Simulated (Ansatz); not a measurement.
Consider the substitution at a C–C bond: `CCCOCCC` + H–F → `CCCOCF` + `CC`.

Isolated molecules relaxed with PBE0-D4/def2-TZVP in Ansatz; ΔE leaves out vibrations. CCSD(T)/CBS is the MP2 limit (def2-TZVPP, def2-QZVPP) plus CCSD(T) − MP2 in def2-TZVPP, frozen cores. This one scheme is used for every species. Functionals use def2-TZVPP. Each species was taken in one conformer, which may not be the lowest.

| level | ΔE (kJ/mol) |
| --- | --- |
| RPA@PBE/def2-TZVPP | 7.3 |
| HF/def2-QZVPP | -14.2 |

Task: What does CCSD(T)/CBS give? (Best estimate.)

Result: Computed: +16.8 kJ/mol. The listed levels differ from it by -9.5, -31.0 kJ/mol.

Largest T1 diagnostic among the species: 0.011.

From PBE to PBE0 (25 % exact exchange), in def2-TZVPP and without D4, ΔE moves by +4.9 kJ/mol. In def2-TZVPP, CCSD(T) changes the Hartree–Fock value by +26.4 kJ/mol (the triples alone add +2.1 kJ/mol) and MP2 by +34.5 kJ/mol.

CCSD(T)/CBS has its own doubt, a few kJ/mol and more with outer-core shells, so smaller differences from it don't rank the levels.
